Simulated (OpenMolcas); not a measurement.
# C2H2F4 (norflurane): levels of theory compared

We compute a comparison of 6 runs (B3LYP/6-31G*, BLYP/cc-pVDZ, TPSS/cc-pVDZ, r2SCAN/cc-pVDZ, revPBE/cc-pVDZ, MP2/cc-pVDZ) of C2H2F4 (norflurane). 

Program for the calculation: OpenMolcas 26.06.

### 1 The system as given

C2H2F4 has 8 atoms, charge 0, and is taken as a singlet. SMILES: `FCC(F)(F)F`. The coordinates come from a PBE0-D4/def2-TZVP relaxation.

Bond lengths: F1–C2 1.364 Å, C2–C3 1.514 Å, C3–F4 1.332 Å, C3–F5 1.339 Å, C3–F6 1.332 Å, C2–H7 1.092 Å, C2–H8 1.092 Å. Some angles: F1–C2–C3 109.8°, C2–C3–F4 111.9°, C2–C3–F5 108.9°, C2–C3–F6 111.9°, F4–C3–F5 108.1°, F4–C3–F6 107.9°, F5–C3–F6 108.1°, F1–C2–H7 109.7°, F1–C2–H8 109.7°, C3–C2–H7 108.6°.

### 2 Energy and forces at B3LYP/6-31G(d) (Cartesian functions) (run 1)

run.inp

```
&GATEWAY
BasLib=$CurrDir
BasisSet
F.6-31Gs....
F1 -0.224600 -1.506500 0.915200 angstrom
F4 1.434400 0.711300 0.662400 angstrom
F5 0.217100 1.411800 -0.982100 angstrom
F6 -0.624600 1.243600 1.002900 angstrom
End of Basis
BasisSet
C.6-31Gs....
C2 -0.211200 -0.737800 -0.211700 angstrom
C3 0.211200 0.674300 0.135500 angstrom
End of Basis
BasisSet
H.6-31Gs....
H7 0.502000 -1.148600 -0.930100 angstrom
H8 -1.212300 -0.705100 -0.647900 angstrom
End of Basis
&SEWARD
GridInput
Grid=UltraFine
End of Grid
&SCF
KSDFT=B3LYP
Thresholds=1e-10 1e-07 1e-07 1e-05
PrOrbitals=1 2
&ALASKA
```

The basis set 6-31G* is read from a file made from the Basis Set Exchange's data (not shown).

Run with:

```
$ export MOLCAS_MEM=1860
$ pymolcas run.inp > run.log
```

What it wrote:

```text
--- Start Module: gateway ---
[...]
--- Stop Module: gateway /rc=_RC_ALL_IS_WELL_ ---
[...]
      Basis functions           94
[...]
--- Start Module: scf ---
[...]
       Convergence after  14 Iterations
[...]
::    Total KS-DFT energy                            -476.7703239527
[...]
      Total spin, S                                     0.0000000000
[...]
      Total electronic charge=   50.000000
      Total            charge=   -0.000000
[...]
      Dipole Moment (debye):
      Origin of the operator (angstrom)=    0.1424    0.3207    0.2731
                   X= -4.3858E-01               Y= -7.2010E-01               Z= -1.5312E+00           Total=  1.7480E+00
      Quadrupole Moment (debye*angstrom):
[...]
--- Stop Module: scf /rc=_RC_ALL_IS_WELL_ ---
[...]
--- Start Module: alaska ---
[...]
 *              Molecular gradients               *
 **************************************************
  Irreducible representation: a
 ------------------------------------------------------------------------------------------
                              X                       Y                       Z
 ------------------------------------------------------------------------------------------
  F1               -8.29810279152632E-05    5.27663928280120E-03   -8.75225592327311E-03
  F4               -1.12565764831487E-02    9.75563010269909E-04   -4.71426065074354E-03
  F5                1.89269539325521E-04   -6.18597806844079E-03    1.08014020891360E-02
  F6                8.37963336559611E-03   -4.09997160974562E-03   -7.96432071855868E-03
  C2                5.16727714743315E-04   -1.69633142520809E-03    5.62360268525097E-03
  C3                1.50946767701710E-03    5.29995368798852E-03    1.11784923030811E-03
  H7               -3.75057439783610E-04    4.06034296454472E-04    2.06866296370567E-03
  H8                1.11951665417287E-03    2.40908257879702E-05    1.81932032429089E-03
[...]
--- Stop Module: alaska /rc=_RC_ALL_IS_WELL_ ---
[...]
```

Run time: 37 s. Hardware: 1 thread of Arm Neoverse V2, shared host; peak memory 0.52 GiB.

### 3 Energy and forces at BLYP/cc-pVDZ (run 2)

run.input

```
>>> EXPORT MOLCAS_PRINT=2

&GATEWAY
  BasLib=$CurrDir
  Coord
  8
  bohr
  F     -0.42443249    -2.84687241     1.72947735
  C     -0.39911016    -1.39423993    -0.40005502
  C      0.39911016     1.27424233     0.25605789
  F      2.71062315     1.34416219     1.25175458
  F      0.41025954     2.66791534    -1.85590003
  F     -1.18032294     2.35006341     1.89520633
  H      0.94864251    -2.17053943    -1.75763427
  H     -2.29091498    -1.33244589    -1.22435356
  Basis=cc-pVDZ
  Group=NoSym

&SEWARD
  GridInput
  Grid=UltraFine
  End of Grid

&SCF
  KSDFT=BLYP
  Thresholds=1e-10 1e-07 1e-07 1e-05
  PrOrbitals=1 1

&ALASKA
```

The basis set cc-pVDZ is read from a file made from the Basis Set Exchange's data (not shown).

Run with:

```
$ export MOLCAS_MEM=1860
$ pymolcas run.input > run.log
```

What it wrote:

```text
--- Start Module: gateway ---
[...]
--- Stop Module: gateway /rc=_RC_ALL_IS_WELL_ ---
[...]
      Basis functions           94
[...]
--- Start Module: scf ---
[...]
       Convergence after  15 Iterations
[...]
::    Total KS-DFT energy                            -476.7292486280
[...]
      Total spin, S                                     0.0000000000
[...]
      Total electronic charge=   50.000000
      Total            charge=   -0.000000
[...]
      Dipole Moment (debye):
      Origin of the operator (angstrom)=    0.1424    0.3207    0.2731
                   X= -4.1241E-01               Y= -6.9417E-01               Z= -1.4130E+00           Total=  1.6274E+00
      Quadrupole Moment (debye*angstrom):
[...]
--- Stop Module: scf /rc=_RC_ALL_IS_WELL_ ---
[...]
--- Start Module: alaska ---
[...]
 *              Molecular gradients               *
 **************************************************
  Irreducible representation: a
 ------------------------------------------------------------------------------------------
                              X                       Y                       Z
 ------------------------------------------------------------------------------------------
  F1                5.15815245935691E-04    1.42744016924681E-02   -1.92579505330954E-02
  C2               -1.62845439868331E-04   -3.94655618572592E-03    5.04573587410562E-03
  C3                4.37427062900086E-03    1.41606371467464E-02    4.57344240395141E-03
  F4               -2.71229101013688E-02    1.78530833336854E-04   -1.16661689094233E-02
  F5               -6.02606486257984E-06   -1.61774651858799E-02    2.52391468949611E-02
  F6                1.90341571254358E-02   -1.17547069358110E-02   -1.93018627079837E-02
  H7               -6.92120771331561E-03    3.85684213649462E-03    9.10159914419140E-03
  H8                1.02887463189818E-02   -5.91683501892870E-04    6.26605783325163E-03
[...]
--- Stop Module: alaska /rc=_RC_ALL_IS_WELL_ ---
[...]
```

Wall time 39 s (1 thread of Arm Neoverse V2, shared host); peak memory 0.52 GiB.

Runs 3 to 5 aren't shown in full; the table further down has their settings and results.

### 4 A single-point energy at MP2/cc-pVDZ (run 6)

mol.input

```
* C2H2F4 MP2

&GATEWAY
  BasLib = $CurrDir
  BasisSet
  F.cc-pVDZ....
  F1 -0.224600 -1.506500 0.915200 angstrom
  F4 1.434400 0.711300 0.662400 angstrom
  F5 0.217100 1.411800 -0.982100 angstrom
  F6 -0.624600 1.243600 1.002900 angstrom
  End of Basis
  BasisSet
  C.cc-pVDZ....
  C2 -0.211200 -0.737800 -0.211700 angstrom
  C3 0.211200 0.674300 0.135500 angstrom
  End of Basis
  BasisSet
  H.cc-pVDZ....
  H7 0.502000 -1.148600 -0.930100 angstrom
  H8 -1.212300 -0.705100 -0.647900 angstrom
  End of Basis

&SEWARD

&SCF
  Thresholds = 1e-10 1e-07 1e-07 1e-05
  PrOrbitals = 1 2

&MBPT2
  Frozen = 6
```

The basis set cc-pVDZ is read from a file made from the Basis Set Exchange's data (not shown).

Run with:

```
$ export MOLCAS_MEM=1860
$ pymolcas mol.input > mol.log
```

What it wrote:

```text
--- Start Module: gateway ---
[...]
--- Stop Module: gateway /rc=_RC_ALL_IS_WELL_ ---
[...]
      Basis functions           94
[...]
--- Start Module: scf ---
[...]
       Convergence after  15 Iterations
[...]
::    Total SCF energy                               -474.6827824221
[...]
      Total spin, S                                     0.0000000000
[...]
      Total electronic charge=   50.000000
      Total            charge=   -0.000000
[...]
      Dipole Moment (debye):
      Origin of the operator (angstrom)=    0.1424    0.3207    0.2731
                   X= -5.7558E-01               Y= -9.7044E-01               Z= -1.9699E+00           Total=  2.2701E+00
      Quadrupole Moment (debye*angstrom):
[...]
--- Stop Module: scf /rc=_RC_ALL_IS_WELL_ ---
[...]
--- Start Module: mbpt2 ---
[...]
WARNING!
Default frozen orbitals as non valence orbitals is overwritten by user input.
Default values:   6
[...]
       Reference weight ( Cref**2 )         =        0.81540
::    Total MBPT2 energy                             -475.6882613290
[...]
      Total MBPT2 calculations                           0.40      0.46
--- Stop Module: mbpt2 /rc=_RC_ALL_IS_WELL_ ---
[...]
```

It took 8.1 s on 1 thread of Arm Neoverse V2, shared host; peak memory 0.52 GiB.

### 5 All runs side by side

| run | level | Cartesian functions | task | energy (Eh) | dipole moment (D) of the reference | HOMO energy (eV) | LUMO energy (eV) | wall time |
| --- | --- | --- | --- | --- | --- | --- | --- | --- |
| 1 | B3LYP/6-31G* (Cartesian functions) | yes | gradient | -476.770324 | 1.75 | -9.67 | 2.09 | 37 s |
| 2 | BLYP/cc-pVDZ | no | gradient | -476.729249 | 1.63 | -8.00 | 0.99 | 39 s |
| 3 | TPSS/cc-pVDZ | no | gradient | -476.847319 | 1.72 | -8.27 | 1.17 | 64 s |
| 4 | r2SCAN/cc-pVDZ | no | gradient | -476.603636 | 1.80 | -8.67 | 1.29 | 53 s |
| 5 | revPBE/cc-pVDZ | no | gradient | -476.644834 | 1.62 | -8.04 | 1.02 | 40 s |
| 6 | MP2/cc-pVDZ | no | energy | -475.688261 | 2.27 | -15.00 | 5.02 | 8.1 s |

### 6 Summary of results

| quantity | value |
| --- | --- |
| run 6: total energy | -475.68826 Eh |
| run 6: dipole moment (mean-field density) | 2.27 D |
| run 6: HOMO energy (Hartree–Fock orbitals) | -15.00 eV |
| run 6: LUMO energy (Hartree–Fock orbitals) | 5.02 eV |
| run 6: HOMO–LUMO gap (Hartree–Fock orbitals) | 20.02 eV |
| run 6: correlation energy (6 core orbitals frozen) | -1005.5 mEh |

In words: Over runs 1, 2, 3, 4, 5 the dipole moment (its size) runs from 1.62 D (revPBE/cc-pVDZ) to 1.80 D (r2SCAN/cc-pVDZ). Over runs 1, 2, 3, 4, 5 the HOMO–LUMO gap runs from 8.99 eV (BLYP/cc-pVDZ) to 11.76 eV (B3LYP/6-31G*). The two ends differ in method and basis. Totals of different functionals can't be ranked against each other. All runs together took 4 min, the longest 64 s.
